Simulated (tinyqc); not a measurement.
A ladder of methods, and size consistency: correlation methods against full CI in the sto-6g basis, for H2O, spin multiplicity 1. Computed by the program tinyqc with PySCF. 

Geometry (angstrom):
```
atom       x        y       z
O     0.0000   0.0000  0.0000
H     0.0000   0.6850  0.6460
H     0.0000  -0.7120  0.6700
```

RHF energy of one = -75.676159 hartree

All electrons correlated; +Q is the Davidson correction (1 - c0^2) E_corr. The last columns treat two copies 100 angstrom apart as one system. FCI is the lowest singlet.

Correlation energies (hartree):
```
method   E_corr of one  share of FCI (%)  E_corr of two at 100 angstrom  two minus twice one (mhartree)
MP2           -0.03793            72.342                       -0.07586                           0.000
CISD          -0.05165            98.516                       -0.10065                           2.655
CISD+Q        -0.05305           101.188                       -0.10568                           0.420
CCSD          -0.05232            99.786                       -0.10463                           0.000
CCSD(T)       -0.05238            99.900                       -0.10475                           0.000
FCI           -0.05243           100.000                              -                               -
```

MP2 recovers 72 %, CISD 98.5 % and CCSD 99.8 % of the FCI value (c0^2 = 0.973 in CISD). MP2 and coupled cluster are size consistent, so their last column vanishes; CISD loses 2.66 mhartree, since a double excitation on each copy is a quadruple of the pair, and the Davidson correction leaves +0.42.
